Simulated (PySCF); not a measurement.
**Atomic charges by several schemes**

Compound: C₄H₃FS.
Atom-mapped SMILES: `[F:1]/[CH:2]=[CH:3]/[CH:4]=[C:5]=[S:6]` (hydrogens: H7 on C2; H8 on C3; H9 on C4)

Density: PBE0/pcSseg-1 (PySCF); schemes: Mulliken, IAO, Hirshfeld and ESP-fitted. Isolated species at its GFN2-xTB geometry (one conformer only).

**Question.** Give the atomic charges in each scheme.

**Answer.** In e:

```
atom                               environment  Mulliken     IAO  Hirshfeld  ESP-fitted
  F1                            vinyl fluorine    -0.277  -0.265     -0.087      -0.152
  C2                        vinylic C–F carbon    +0.245  +0.133     +0.039       0.000
  C3                          alkene CH carbon    -0.164  -0.188     -0.070      -0.254
  C4    outer carbon of cumulated double bonds    -0.203  -0.250     -0.084      -0.246
  C5  central carbon of cumulated double bonds    -0.033  -0.072     +0.028      -0.020
  S6                        sulfur bonded to C    +0.049  +0.126     -0.014      +0.006
  H7                          vinylic hydrogen    +0.098  +0.153     +0.061      +0.177
  H8                          vinylic hydrogen    +0.129  +0.173     +0.057      +0.261
  H9                            hydrogen on C4    +0.156  +0.189     +0.070      +0.229
```

Mean size of the charges over all atoms: IAO 0.172 e, Mulliken 0.150 e, ESP-fitted 0.149 e, Hirshfeld 0.057 e. Each set sums to the total charge, 0, to within 0.001 e. The Mulliken scheme counts on each atom the diagonal of the density matrix times the overlap matrix over that atom's basis functions.

Lowest charge. The schemes don't all agree: Mulliken F1 (-0.277); IAO F1 (-0.265); Hirshfeld F1 (-0.087); ESP-fitted C3 (-0.254).

Highest charge. The schemes don't all agree: Mulliken C2 (+0.245); IAO H9 (+0.189); Hirshfeld H9 (+0.070); ESP-fitted H8 (+0.261).

**Question.** How closely do the schemes follow one another over all atoms?

**Answer.** Correlation coefficient and root-mean-square difference: Mulliken with IAO 0.95, 0.057 e; Hirshfeld with ESP-fitted 0.92, 0.129 e; IAO with Hirshfeld 0.91, 0.128 e; Mulliken with Hirshfeld 0.91, 0.117 e; IAO with ESP-fitted 0.90, 0.083 e; Mulliken with ESP-fitted 0.79, 0.114 e.

**Question.** Sum the charges by element, for elements with more than one atom.

**Answer.** 
```tsv
element	atoms	Mulliken	IAO	Hirshfeld	ESP-fitted
C	4	-0.155	-0.377	-0.086	-0.520
H	3	+0.383	+0.516	+0.187	+0.666
```

**Question.** How many electrons does the Mulliken scheme count on C4?

**Answer.** Z − q = 6 − (-0.203) = 6.203.

These values come from a run that also computed NMR shieldings. On one thread of an AMD EPYC 9R45, no GPU (shared host), this took 6.6 s (with the writing of density and orbital grids) and 0.59 GiB of memory at its peak.

Shape of the structure used: `[F:1]/[CH:2]=[CH:3]/[CH:4]=[C:5]=[S:6]`: C2–C3–C4–C5 180°.
